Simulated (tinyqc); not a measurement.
Worked calculation: Hueckel theory of the pi electrons, for the molecule Oc1cccs1 (SMILES; centres numbered as the heavy atoms are written). One step of it, computed by the program tinyqc.

Task: Energy, charges, bond orders. E = sum n x; q_r = z_r - P_rr; bond order p = P_rs; free valence = sqrt(3) - sum of p over the bonds of the atom.

x values: 2.430255  1.757509  1.000000  0.477256  -1.019398  -1.645623

occupations: 2.000000  2.000000  2.000000  2.000000  0.000000  0.000000

charge and bond-order matrix P:
```
           1O         2C         3C         4C         5C         6S
1O   1.936372   0.253448  -0.179861  -0.000244   0.113649  -0.117068
2C   0.253448   0.982810   0.766156  -0.082155  -0.379544   0.444601
3C  -0.179861   0.766156   1.167685   0.540856  -0.155308  -0.189449
4C  -0.000244  -0.082155   0.540856   1.094532   0.797258  -0.236998
5C   0.113649  -0.379544  -0.155308   0.797258   1.095791   0.417268
6S  -0.117068   0.444601  -0.189449  -0.236998   0.417268   1.722810
```

Centres:
```
centre  z_r, pi electrons of the neutral centre         h
1O                                            2  2.000000
2C                                            1  0.000000
3C                                            1  0.000000
4C                                            1  0.000000
5C                                            1  0.000000
6S                                            2  1.000000
```

Bonds:
```
i  j         k
1  2  0.800000
2  3         1
3  4         1
4  5         1
5  6  0.650000
6  2  0.650000
```

Give: pi energy = 8 alpha + this times beta; pi charges; Bond orders and lengths from R = 1.517 - 0.180 p; free valence of the carbons; gap between the highest filled and the next level.

Result:

pi energy = 8 alpha + this times beta = 11.3300

pi charges: 1O 0.0636, 2C 0.0172, 3C -0.1677, 4C -0.0945, 5C -0.0958, 6S 0.2772

Bond orders and lengths from R = 1.517 - 0.180 p (angstrom, C-C alone):
```
bond       p       R
1-2   0.2534       -
2-3   0.7662  1.3791
3-4   0.5409  1.4196
4-5   0.7973  1.3735
5-6   0.4173       -
6-2   0.4446       -
```

free valence of the carbons: 2C 0.2678, 3C 0.4250, 4C 0.3939, 5C 0.5175

gap between the highest filled and the next level = 1.4967 |beta|
